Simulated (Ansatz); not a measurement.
Property card for Nb$_{2}$P$_{5}$

Computed with DFT PBEsol, scalar-relativistic, plane waves, PAW in Ansatz.

Plane waves to 420 eV, a k mesh through Γ of 2×10×6 on the computed 28-atom cell and Gaussian smearing (0.10 eV); no spin polarisation.

The structure is relaxed at this level of theory with its symmetry kept. Whether it is the stable form of this composition wasn't checked.

```
CELL_PARAMETERS angstrom
16.69648 0.00000 0.00000
0.00000 3.30593 0.00000
0.00000 0.00000 7.86506
ATOMIC_POSITIONS crystal
Nb 0.77384 0.25000 0.32721
Nb 0.22616 0.75000 0.67279
Nb 0.72616 0.75000 0.82721
Nb 0.27384 0.25000 0.17279
Nb 0.59541 0.25000 0.33553
Nb 0.40459 0.75000 0.66447
Nb 0.90459 0.75000 0.83553
Nb 0.09541 0.25000 0.16447
P 0.68551 0.75000 0.15052
P 0.31449 0.25000 0.84948
P 0.81449 0.25000 0.65052
P 0.18551 0.75000 0.34948
P 0.81553 0.25000 0.00690
P 0.18447 0.75000 0.99310
P 0.68447 0.75000 0.50690
P 0.31553 0.25000 0.49310
P 0.04069 0.25000 0.46025
P 0.95931 0.75000 0.53975
P 0.45931 0.75000 0.96025
P 0.54069 0.25000 0.03975
P 0.38408 0.75000 0.18466
P 0.61592 0.25000 0.81534
P 0.11592 0.25000 0.68466
P 0.88408 0.75000 0.31534
P 0.97869 0.75000 0.11910
P 0.02131 0.25000 0.88090
P 0.52131 0.25000 0.61910
P 0.47869 0.75000 0.38090
```

```
Space group                                                       : Pnma (No. 62)
Volume per atom                                                   : 15.50 Å³
Formation energy from the elements' standard states (uncorrected) : -0.682 eV/atom
Kohn–Sham band gap                                                : none (metal)
Density of states at the Fermi level                              : 8.63 states/eV per cell
Löwdin character within 0.5 eV of the Fermi level                 : Nb 4d 55 %, P 3p 31 %, P 3s 8 %, unprojected 6 %
Bulk modulus                                                      : 153 GPa
Its pressure derivative                                           : 4.3
```

Cost: 6 runs of about 110 core-minutes in all, on Oxide Virtual Turin-like Processor (Zen 5) (shared hosts).